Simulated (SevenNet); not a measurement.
1T (CdI2-type) CdI₂

The numbers are results of the machine-learned potential SevenNet-0 (trained on PBE and PBE+U data), not measurements.

Cell: relaxed at this level.

For 1T (CdI2-type) CdI₂, the lattice parameter a comes out as 4.336 Å and the lattice parameter c is 7.805 Å.

Measured, for comparison: lattice constant a 4.244 Å, lattice parameter c 6.859 Å (temperature not stated, no zero-point or thermal correction; as tabulated in de Haan, NBS Special Publication (1969), 233, by the Crystallography Open …). Computed (rounded) less measured: lattice constant a +2.2 %, lattice parameter c +13.8 %.

A machine-learned potential is trained on density-functional data: it inherits that level's misses and adds fitting errors of its own.

Note: the model's c/a of 1.80 is far from the 1.62 of the starting cell; the model's elastic tensor is not positive definite here; this model's volume lies 19 % above that of the starting cell (a measured, published or database cell).
